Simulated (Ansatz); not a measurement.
# GeH2, triplet in cc-pVDZ: errors against full CI

Geometry: a point of a stretch scan, not a stationary point.

```xyz
3

Ge    0.0000   -0.0246    0.0067
H     0.0000    1.0298   -1.8210
H     0.0000    0.7452    1.3411
```

Basis cc-pVDZ; Ansatz 0.2.0. Only valence electrons are correlated (noble-gas cores and the filled d shells of p-block atoms frozen), which leaves 6 electrons in 23 orbitals. R marks a restricted (for open shells ROHF) determinant, U an unrestricted one. Active spaces: pair = (4e, 4o) about the gap; valence = (6e, 6o) chosen from the atoms' valence shells. No spin–orbit coupling is included, and no scalar relativity.

Full CI is exact within this basis and frozen core; it isn't the basis-set limit. The frozen core follows each run's orbitals, which can shift R against U totals by a few meV for light atoms and by up to 0.1 eV past Ca.

For open shells CISD is restricted-active-space CI with the open shells as a complete middle space.

* UHF ⟨S²⟩: 2.106
* T1 diagnostic (RCCSD): 0.0335
* largest doubles amplitude (RCCSD): 0.111

| level | E − E(RHF) (eV) |
| --- | --- |
| RMP2 | -2.0646 |
| RCCSD | -2.7862 |
| RCCSD(T) | -2.8641 |

(1) Estimate how far full CI in cc-pVDZ lies from RCCSD(T). The table doesn't fix it; the size of (T) and the diagnostics are the guide.

(1) Full CI in cc-pVDZ lies 29 meV below RCCSD(T), which is 37 % of the (T) step (-78 meV). T1 is raised, and the rest is a large part of (T).

The other levels:

```
                     level  E − E(full CI) (meV)  share of correlation (%)  wall time
                      CISD                   187                     93.55      0.6 s
                   BCCD(T)                    29                     98.99      1.2 s
                    RCCSDT                     2                     99.93          –
                 RCCSDT(Q)                     0                    100.00      3.9 s
       CASSCF (pair space)                  2080                     28.10          –
       NEVPT2 (pair space)                   568                     80.36     0.63 s
       MRCISD (pair space)                   103                     96.43          –
     MRCISD+Q (pair space)                    -4                    100.15     0.87 s
    CASSCF (valence space)                  1597                     44.79          –
    NEVPT2 (valence space)                   462                     84.03     0.99 s
NEVPT4(SD) (valence space)                    64                     97.78      1.2 s
    MRCISD (valence space)                    67                     97.70          –
  MRCISD+Q (valence space)                     7                     99.74      1.3 s
```

The correlation energy at full CI, counted from RHF, is -2.893 eV. That run took 5.5 s on 1 thread of Arm Neoverse V1, shared host over 1,563,320 determinants.

Run but not shown, since their state, orbitals or frozen core can't be matched to the reference's or they repeat it: UHF, UMP2, UCCSD, UCCSD(T), UCCSDT, UCCSDT(Q).

Times hold each run's SCF and search for its determinant on a shared host, so for small cases they say little of a method's own cost; they ran on 1 thread of Arm Neoverse V1.

The full-CI state has the irrep A'' of Cs, in the program's axes.

Natural occupations of full CI about the gap: 1.953 1.893 0.998 0.989 0.080 0.028 0.009 0.008 0.007 0.007; effectively unpaired electrons, Σ n²(2−n)², 2.08.
